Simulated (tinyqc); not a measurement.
UHF in the sto-3g basis, for H2O, spin multiplicity 3, step by step. This run ends on a higher stationary point, not on the lowest solution. One step of it, computed by the program tinyqc.

Task: Iteration 1: building the Fock matrix. J_ij = sum D_kl (ij|kl) with D = D(alpha) + D(beta), K_ij = sum D_kl (ik|jl) for each spin; F = H + J - K(s); E = tr D H + tr D J / 2 - 0.5 sum_s tr D(s) K(s) + E_nn.

D(alpha) at the start, lower triangle:
```
            1O 1s      1O 2s    1O 2px     1O 2py    1O 2pz      2H 1s     3H 1s
1O 1s    1.030912
1O 2s   -0.123129   0.568706
1O 2px   0.000000   0.000000  1.000000
1O 2py   0.000000   0.000000  0.000000   1.312419
1O 2pz   0.057779  -0.210962  0.000000   0.000000  0.911069
2H 1s   -0.070937   0.174946  0.000000  -0.521422  0.059680   0.943905
3H 1s   -0.070937   0.174946  0.000000   0.521422  0.059680  -0.796580  0.943905
```

D(beta) at the start, lower triangle:
```
            1O 1s      1O 2s    1O 2px     1O 2py    1O 2pz     2H 1s     3H 1s
1O 1s    1.030912
1O 2s   -0.123129   0.568706
1O 2px   0.000000   0.000000  0.000000
1O 2py   0.000000   0.000000  0.000000   0.696345
1O 2pz   0.057779  -0.210962  0.000000   0.000000  0.911069
2H 1s   -0.070937   0.174946  0.000000   0.188904  0.059680  0.124909
3H 1s   -0.070937   0.174946  0.000000  -0.188904  0.059680  0.022417  0.124909
```

core Hamiltonian H = T + V (hartree), lower triangle:
```
             1O 1s      1O 2s     1O 2px     1O 2py     1O 2pz      2H 1s      3H 1s
1O 1s   -32.692810
1O 2s    -7.606152  -9.309166
1O 2px    0.000000   0.000000  -7.436662
1O 2py    0.000000   0.000000   0.000000  -7.579749
1O 2pz   -0.018494  -0.219447   0.000000   0.000000  -7.529439
2H 1s    -1.647496  -3.585078   0.000000  -1.939321  -1.632470  -4.979372
3H 1s    -1.647496  -3.585078   0.000000   1.939321  -1.632470  -1.542130  -4.979372
```

Two-electron integrals (ij|kl) in chemists' order, unique and non-zero (hartree):
```
(11|11) 4.785065    (21|11) 0.741380    (21|21) 0.136873    (22|11) 1.118947
(22|21) 0.256633    (22|22) 0.817206    (31|31) 0.024477    (32|31) 0.037809
(32|32) 0.180518    (33|11) 1.115814    (33|21) 0.256684    (33|22) 0.817023
(33|33) 0.880159    (41|41) 0.024477    (42|41) 0.037809    (42|42) 0.180518
(43|43) 0.047444    (44|11) 1.115814    (44|21) 0.256684    (44|22) 0.817023
(44|33) 0.785270    (44|44) 0.880159    (51|51) 0.024477    (52|51) 0.037809
(52|52) 0.180518    (53|53) 0.047444    (54|54) 0.047444    (55|11) 1.115814
(55|21) 0.256684    (55|22) 0.817023    (55|33) 0.785270    (55|44) 0.785270
(55|55) 0.880159    (61|11) 0.161771    (61|21) 0.029607    (61|22) 0.055133
(61|33) 0.055028    (61|41) 0.001063    (61|42) 0.001987    (61|44) 0.055224
(61|51) 0.000856    (61|52) 0.001600    (61|54) 0.000158    (61|55) 0.055155
(61|61) 0.006488    (62|11) 0.386544    (62|21) 0.089735    (62|22) 0.315550
(62|33) 0.310249    (62|41) 0.005237    (62|42) 0.039713    (62|44) 0.319716
(62|51) 0.004217    (62|52) 0.031978    (62|54) 0.007624    (62|55) 0.316387
(62|61) 0.019777    (62|62) 0.149812    (63|31) 0.009474    (63|32) 0.054842
(63|43) 0.008289    (63|53) 0.006674    (63|63) 0.021559    (64|11) 0.214467
(64|21) 0.050440    (64|22) 0.189423    (64|33) 0.180793    (64|41) 0.012059
(64|42) 0.077473    (64|44) 0.202892    (64|51) 0.002082    (64|52) 0.018223
(64|54) 0.011120    (64|55) 0.184373    (64|61) 0.011617    (64|62) 0.109234
(64|64) 0.100302    (65|11) 0.172695    (65|21) 0.040616    (65|22) 0.152529
(65|33) 0.145580    (65|41) 0.002082    (65|42) 0.018223    (65|44) 0.150026
(65|51) 0.011150    (65|52) 0.069516    (65|54) 0.011869    (65|55) 0.161811
(65|61) 0.009354    (65|62) 0.087958    (65|64) 0.063407    (65|65) 0.072616
(66|11) 0.520354    (66|21) 0.122764    (66|22) 0.494372    (66|33) 0.474290
(66|41) 0.009432    (66|42) 0.098009    (66|44) 0.510468    (66|51) 0.007595
(66|52) 0.078920    (66|54) 0.029132    (66|55) 0.497748    (66|61) 0.027311
(66|62) 0.293046    (66|64) 0.244014    (66|65) 0.196487    (66|66) 0.774606
(71|11) 0.161771    (71|21) 0.029607    (71|22) 0.055133    (71|33) 0.055028
(71|41) -0.001063   (71|42) -0.001987   (71|44) 0.055224    (71|51) 0.000856
(71|52) 0.001600    (71|54) -0.000158   (71|55) 0.055155    (71|61) 0.006390
(71|62) 0.019171    (71|64) 0.010272    (71|65) 0.009074    (71|66) 0.026173
(71|71) 0.006488    (72|11) 0.386544    (72|21) 0.089735    (72|22) 0.315550
(72|33) 0.310249    (72|41) -0.005237   (72|42) -0.039713   (72|44) 0.319716
(72|51) 0.004217    (72|52) 0.031978    (72|54) -0.007624   (72|55) 0.316387
(72|61) 0.019171    (72|62) 0.122549    (72|64) 0.061401    (72|65) 0.070014
(72|66) 0.198111    (72|71) 0.019777    (72|72) 0.149812    (73|31) 0.009474
(73|32) 0.054842    (73|43) -0.008289   (73|53) 0.006674    (73|63) 0.017088
(73|73) 0.021559    (74|11) -0.214467   (74|21) -0.050440   (74|22) -0.189423
(74|33) -0.180793   (74|41) 0.012059    (74|42) 0.077473    (74|44) -0.202892
(74|51) -0.002082   (74|52) -0.018223   (74|54) 0.011120    (74|55) -0.184373
(74|61) -0.010272   (74|62) -0.061401   (74|64) -0.014119   (74|65) -0.034274
(74|66) -0.087378   (74|71) -0.011617   (74|72) -0.109234   (74|74) 0.100302
(75|11) 0.172695    (75|21) 0.040616    (75|22) 0.152529    (75|33) 0.145580
(75|41) -0.002082   (75|42) -0.018223   (75|44) 0.150026    (75|51) 0.011150
(75|52) 0.069516    (75|54) -0.011869   (75|55) 0.161811    (75|61) 0.009074
(75|62) 0.070014    (75|64) 0.034274    (75|65) 0.056478    (75|66) 0.124168
(75|71) 0.009354    (75|72) 0.087958    (75|74) -0.063407   (75|75) 0.072616
(76|11) 0.153574    (76|21) 0.035979    (76|22) 0.137168    (76|33) 0.133933
(76|44) 0.136552    (76|51) 0.002661    (76|52) 0.023905    (76|55) 0.140870
(76|61) 0.007853    (76|62) 0.064718    (76|64) 0.040659    (76|65) 0.042711
(76|66) 0.130754    (76|71) 0.007853    (76|72) 0.064718    (76|74) -0.040659
(76|75) 0.042711    (76|76) 0.034107    (77|11) 0.520354    (77|21) 0.122764
(77|22) 0.494372    (77|33) 0.474290    (77|41) -0.009432   (77|42) -0.098009
(77|44) 0.510468    (77|51) 0.007595    (77|52) 0.078920    (77|54) -0.029132
(77|55) 0.497748    (77|61) 0.026173    (77|62) 0.198111    (77|64) 0.087378
(77|65) 0.124168    (77|66) 0.339681    (77|71) 0.027311    (77|72) 0.293046
(77|74) -0.244014   (77|75) 0.196487    (77|76) 0.130754    (77|77) 0.774606
```

nuclear repulsion = 8.96630388 hartree

Give: Coulomb J; exchange K(alpha); exchange K(beta); F(alpha); F(beta); total energy of this density.

Result:

Coulomb J (hartree), lower triangle:
```
          1O 1s   1O 2s  1O 2px   1O 2py  1O 2pz   2H 1s   3H 1s
1O 1s   17.2848
1O 2s    3.2609  8.1328
1O 2px   0.0000  0.0000  8.0304
1O 2py   0.0000  0.0000  0.0000   8.1853
1O 2pz  -0.0062  0.0409  0.0000   0.0000  8.1594
2H 1s    0.7054  3.1432  0.0000   1.8939  1.5430  5.0897
3H 1s    0.7054  3.1432  0.0000  -1.8939  1.5430  1.3794  5.0897
```

exchange K(alpha) (hartree), lower triangle:
```
         1O 1s    1O 2s  1O 2px   1O 2py  1O 2pz   2H 1s   3H 1s
1O 1s   4.8820
1O 2s   0.8691   1.3323
1O 2px  0.0000   0.0000  1.1377
1O 2py  0.0000   0.0000  0.0000   1.2065
1O 2pz  0.0027  -0.0616  0.0000   0.0000  1.1366
2H 1s   0.1906   0.5875  0.0000   0.3056  0.2613  0.7621
3H 1s   0.1906   0.5875  0.0000  -0.3056  0.2613  0.1979  0.7621
```

exchange K(beta) (hartree), lower triangle:
```
         1O 1s    1O 2s  1O 2px   1O 2py  1O 2pz   2H 1s   3H 1s
1O 1s   4.8453
1O 2s   0.8173   1.1087
1O 2px  0.0000   0.0000  0.2445
1O 2py  0.0000   0.0000  0.0000   1.0059
1O 2pz  0.0054  -0.0543  0.0000   0.0000  1.0673
2H 1s   0.1805   0.5107  0.0000   0.3144  0.2300  0.5194
3H 1s   0.1805   0.5107  0.0000  -0.3144  0.2300  0.2151  0.5194
```

F(alpha) (hartree), lower triangle:
```
           1O 1s    1O 2s   1O 2px   1O 2py   1O 2pz    2H 1s    3H 1s
1O 1s   -20.2900
1O 2s    -5.2143  -2.5087
1O 2px    0.0000   0.0000  -0.5439
1O 2py    0.0000   0.0000   0.0000  -0.6010
1O 2pz   -0.0273  -0.1169   0.0000   0.0000  -0.5067
2H 1s    -1.1327  -1.0293   0.0000  -0.3511  -0.3508  -0.6517
3H 1s    -1.1327  -1.0293   0.0000   0.3511  -0.3508  -0.3606  -0.6517
```

F(beta) (hartree), lower triangle:
```
           1O 1s    1O 2s  1O 2px   1O 2py   1O 2pz    2H 1s    3H 1s
1O 1s   -20.2533
1O 2s    -5.1625  -2.2851
1O 2px    0.0000   0.0000  0.3492
1O 2py    0.0000   0.0000  0.0000  -0.4003
1O 2pz   -0.0301  -0.1243  0.0000   0.0000  -0.4373
2H 1s    -1.1225  -0.9526  0.0000  -0.3598  -0.3194  -0.4091
3H 1s    -1.1225  -0.9526  0.0000   0.3598  -0.3194  -0.3778  -0.4091
```

total energy of this density = -74.311011 hartree
